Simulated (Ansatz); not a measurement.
# CH5SSi (charge -1): composite energy at a relaxed geometry

Aim: a composite energy at a relaxed geometry, for CH5SSi (charge -1), run from a script.

Program: Ansatz 0.2.0 through its Python package. The levels of theory stand in the script. These are calculated values, not measurements.

## 1. The structure

Bond lengths: C1–S2 1.806 Å, S2–Si3 2.150 Å, C1–H4 1.094 Å, C1–H5 1.093 Å, C1–H6 1.094 Å, Si3–H7 1.484 Å, Si3–H8 1.484 Å. Angles: C1–S2–Si3 103.2°, S2–C1–H4 110.8°, S2–C1–H5 109.2°, S2–C1–H6 110.8°, H4–C1–H5 108.4°, H4–C1–H6 109.4°, H5–C1–H6 108.4°, S2–Si3–H7 107.3°, S2–Si3–H8 107.3°, H7–Si3–H8 107.7°.

ch5ssi.xyz, read by the script:

```xyz
8

C     1.14560   -0.24180    0.34040
S     0.31410    1.34140    0.08940
Si   -1.67260    0.76540   -0.49810
H     1.15790   -0.82430   -0.58520
H     2.17950   -0.05990    0.64650
H     0.65050   -0.81960    1.12600
H    -1.54670   -0.08370   -1.70850
H    -2.22820   -0.07740    0.58950
```

## 2. Script

Input file run_composite.py:

```python
"""Relax CH5SSi(-) cheaply, then refine its energy."""

import itertools

import ansatz as az
from ase.data import atomic_numbers, covalent_radii
import numpy as np

mol = az.Crystal.molecule_from_extxyz("ch5ssi.xyz")

setup = mol.calculation()
setup = setup.basis(gaussian="def2-SVP")
setup = setup.functional("PBE0")
setup = setup.charge(-1)
symbols = [site.symbol for site in mol.cartesian_sites]
start = np.array([site.position_ang for site in mol.cartesian_sites], dtype=float)
summary = setup.relax(force_tolerance=0.01).run(threads=1).report
end = np.array(summary["positions_ang"])
# pairs closer than 1.2 times the sum of covalent radii, before or after
radius = [covalent_radii[atomic_numbers[s]] for s in symbols]
span = lambda where, i, j: np.linalg.norm(where[i] - where[j])
bonded = [(i, j) for i, j in itertools.combinations(range(len(symbols)), 2) if min(span(start, i, j), span(end, i, j)) < 1.2 * (radius[i] + radius[j])]
print("pair        before    after (A)")
for i, j in bonded:
    print(f"{symbols[i]}{i}-{symbols[j]}{j}".ljust(10), f"{span(start, i, j):8.4f} {span(end, i, j):8.4f}")

minimum = az.Crystal.molecule()
for symbol, place in zip(symbols, end):
    minimum = minimum.atom(symbol, place.tolist())
at_minimum = minimum.calculation().charge(-1)
# MP2 extrapolated to the basis limit, plus the small-basis difference CCSD(T) - MP2
level = lambda method, basis: at_minimum.basis(gaussian=basis).correlation(method).run(threads=1).report
small, large, cluster = level("mp2", "cc-pVDZ"), level("mp2", "cc-pVTZ"), level("ccsd_t", "cc-pVDZ")
corr = lambda each: (each["free_energy_ev"] - each["reference_energy_ev"]) / 27.211386246
mp2_limit = (27 * corr(large) - 8 * corr(small)) / 19
pieces = {"HF / cc-pVTZ": large["reference_energy_ev"] / 27.211386246, "MP2 correlation, DZ-TZ limit": mp2_limit, "CCSD(T) - MP2 / cc-pVDZ": corr(cluster) - corr(small)}
for name, value in pieces.items():
    print(f"{name:32s} {value:14.6f} Ha")
print(f"{'sum':32s} {sum(pieces.values()):14.6f} Ha")
print("T1 diagnostic", round(cluster["correlation"]["coupled_cluster"]["t1_diagnostic"], 4))
```

## 3. The calls as engine input

The package turns the script's settings into the engine's input (first run):

```yaml
crystal:
  periodic: [false, false, false]
  atoms:
    - { symbol: C, position_ang: [1.1456, -0.2418, 0.3404] }
    - { symbol: S, position_ang: [0.3141, 1.3414, 0.0894] }
    - { symbol: Si, position_ang: [-1.6726, 0.7654, -0.4981] }
    - { symbol: H, position_ang: [1.1579, -0.8243, -0.5852] }
    - { symbol: H, position_ang: [2.1795, -0.0599, 0.6465] }
    - { symbol: H, position_ang: [0.6505, -0.8196, 1.126] }
    - { symbol: H, position_ang: [-1.5467, -0.0837, -1.7085] }
    - { symbol: H, position_ang: [-2.2282, -0.0774, 0.5895] }
basis:
  gaussian:
    orbitals: def2-SVP
hamiltonian:
  xc: pbe0
total_charge: -1.0
relax:
  f_tol: 0.01
```

## 4. The run

Started as:

```console
$ python run_composite.py
```

Q: Predict the main results. Wanted: T1 diagnostic; composite energy.

As calculated:

| quantity | value |
| --- | --- |
| T1 diagnostic | 0.011 |
| composite energy | -727.889035 Ha |
| runs compared | 3 |

In CPU time, run 2 cost about 4.3 times as much as run 1. A T1 diagnostic under about 0.02 supports a single-reference treatment, as here. Run 0: The relaxation took 7 moves; the largest shift is 0.193 Å, of atom 3 (Si). What to keep in mind:
- The sum leaves out core correlation, relativity, the Hartree-Fock basis error and zero-point energy; a DZ-TZ extrapolation is rough.
- Inner cores stay frozen, so this is valence correlation.
- For Al to Cl the sets with a tight d function, cc-pV(X+d)Z, are usual.
- An extrapolation from small basis sets is rough.
- Anions want diffuse functions, which this basis lacks.
